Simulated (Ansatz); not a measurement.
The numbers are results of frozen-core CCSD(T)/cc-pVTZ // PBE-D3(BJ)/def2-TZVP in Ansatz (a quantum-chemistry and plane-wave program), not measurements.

Ansatz 0.2 input:
```yaml
crystal:
  periodic: [false, false, false]
  atoms:
    - { symbol: C, position_ang: [-0.027583, 0.00008, 0.0] }
    - { symbol: N, position_ang: [1.130874, -0.003272, -0.000004] }
    - { symbol: H, position_ang: [-1.103289, 0.003193, 0.000004] }
basis:
  gaussian: { orbitals: cc-pVTZ }
correlation:
  method: ccsd_t
```

Output:

```
Functional definition: HF
432 factors; integrals over basis functions are off by at most 1.3e-3 eV
mean field evaluation 1: about -2526.2815 eV, gradient 2.7e1 eV
mean field evaluation 2: about -2526.2847 eV, gradient 2.7e1 eV
mean field evaluation 4: about -2528.0986 eV, gradient 2.6e0 eV
mean field evaluation 8: about -2528.1291 eV, gradient 1.6e-4 eV
mean field evaluation 16: about -2528.1254 eV, gradient 1.9e-1 eV
mean field -2528.12909650 eV, -92.9070306688 hartree, gradient 1.9e-6 eV, S^2 0.000000; 0 other end points of the search recorded, 0 dependent functions left out
2 core orbitals not correlated
reference -2528.12909650 eV, -92.9070306688 hartree; 5, 5 occupied and 67, 67 virtual orbitals, 432 factors
second order -9.42388743 eV of doubles, -0.00000000 eV of singles
cycle   1  -9.12160661 eV  change    3.0e-1 eV  update   8.3e-2
cycle   2  -9.45190972 eV  change   -3.3e-1 eV  update   2.6e-2
cycle   3  -9.52087980 eV  change   -6.9e-2 eV  update   1.2e-2
cycle   4  -9.52204781 eV  change   -1.2e-3 eV  update   3.0e-3
cycle   5  -9.52522636 eV  change   -3.2e-3 eV  update   1.2e-3
cycle   6  -9.52573941 eV  change   -5.1e-4 eV  update   2.6e-4
cycle   7  -9.52578501 eV  change   -4.6e-5 eV  update   6.0e-5
cycle   8  -9.52582238 eV  change   -3.7e-5 eV  update   1.5e-5
cycle   9  -9.52582277 eV  change   -3.9e-7 eV  update   3.9e-6
perturbative correction -0.49138459 eV, -0.0180580507 hartree
Total energy: -2538.14630386 eV, -93.2751562496 hartree
```

Cost: about 1.1 core-seconds (a rough figure).
